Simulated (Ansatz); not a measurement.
COS, SMILES O=C=S, the interaction energy of a dimer with the counterpoise correction

Computed with Ansatz 0.2.0 through its Python package.

Interactive session:
```pycon
>>> import ansatz as az
>>> FIRST = [
...     ('O', (0.9177, 0.6827, 0.5796)),
...     ('C', (0.0927, 0.0663, 0.0583)),
...     ('S', (-1.0104, -0.749, -0.6379)),
... ]
>>> SECOND = [
...     ('O', (3.3277, 0.6145, 1.011)),
...     ('C', (4.0039, 0.7074, 1.9417)),
...     ('S', (4.9111, 0.8297, 3.1781)),
... ]
>>> def energy(atoms, ghosts=()):
...     molecule = az.Crystal.molecule()
...     for symbol, xyz in atoms:
...         molecule = molecule.atom(symbol, xyz)
...     calc = (
...         molecule.calculation()
...         .basis(gaussian='def2-SVP')
...         .correlation('mp2')  # correlation on top of the mean field
...     )
...     deck = calc.input()
...     if ghosts:
...         deck = deck.set(az.key.basis.gaussian.ghost_atoms, [{'symbol': s, 'position_ang': list(xyz)} for s, xyz in ghosts])
...     return az.Session.from_dict(deck).plan().execute().report['free_energy_ev']
...
>>> # ghost atoms carry the functions of the partner
>>> both = energy(FIRST + SECOND)
>>> alone = energy(FIRST) + energy(SECOND)
>>> ghosted = energy(FIRST, SECOND) + energy(SECOND, FIRST)
>>> print(f'dimer {both:.6f} eV')
dimer -27782.457404 eV
>>> print(f'interaction, uncorrected   {(both - alone):8.3f} eV')
interaction, uncorrected      0.085 eV
>>> print(f'interaction, counterpoise  {(both - ghosted):8.3f} eV')
interaction, counterpoise     0.143 eV
>>> print(f'basis-set superposition    {(alone - ghosted):8.3f} eV')
basis-set superposition       0.058 eV
```

Uncorrected it is 0.085 eV, with the counterpoise correction 0.143 eV; the difference, 0.06 eV, is the superposition error. In this basis both values are repulsive.

What to keep in mind:
- Total energies depend on the basis set; only differences at equal settings carry meaning.
- The dimer is a generated trial pose of unrelaxed monomers, not a minimum, so the figure is no binding energy, and the basis set is small.
- Timing: 3.3 s on 1 thread of Arm Neoverse V1, with other jobs on the host, peak memory 0.2 GiB.
